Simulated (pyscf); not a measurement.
PySCF, gas phase, ωB97X-D3(BJ)/def2-SVP geometries.

HO–Hf(OH)(OH)–OH + ammonia (NH₃) → water (H₂O) + H₂N–Hf(OH)(OH)–OH
Surface: singlet. Broken: Hf–O, H–N. Formed: H–O, Hf–N. Give ΔE‡ and ΔE from ωB97M-D3(BJ)/def2-TZVP, relative to the separated reactants.

ΔE‡ = 8.9 kcal/mol, ΔE = +17.0 kcal/mol. Zero-point energy shifts the barrier by +0.2 kcal/mol. It is a four-centre exchange, with an imaginary mode of 885i cm⁻¹. On the reactant side the descent ends in an adduct with a Hf–N contact, 22.3 kcal/mol under the separated species and 28.3 kcal/mol under the saddle at ωB97X-D3(BJ)/def2-TZVP. On the product side the descent ends in an adduct with a Hf–O contact, 15.6 kcal/mol under the separated species and 5.3 kcal/mol under the saddle at ωB97X-D3(BJ)/def2-TZVP. At ωB97M-D3(BJ) the saddle lies under the separated products, which points to a path from their complex (located at ωB97X-D3(BJ) alone), and parting the products costs more than the saddle. What is counted as formed (Hf–N) is already present as a longer contact in the reactant adduct; forming that adduct is a step of its own. What is counted as broken (Hf–O) persists as a longer contact in the product adduct; parting that adduct is a step of its own. At ωB97X-D3(BJ)/def2-TZVP the barrier from the zero used here is 6.0 kcal/mol. This is the saddle that the search found; another between the same sides may lie lower. Elements past Kr carry the def2 core potentials, without spin-orbit coupling.
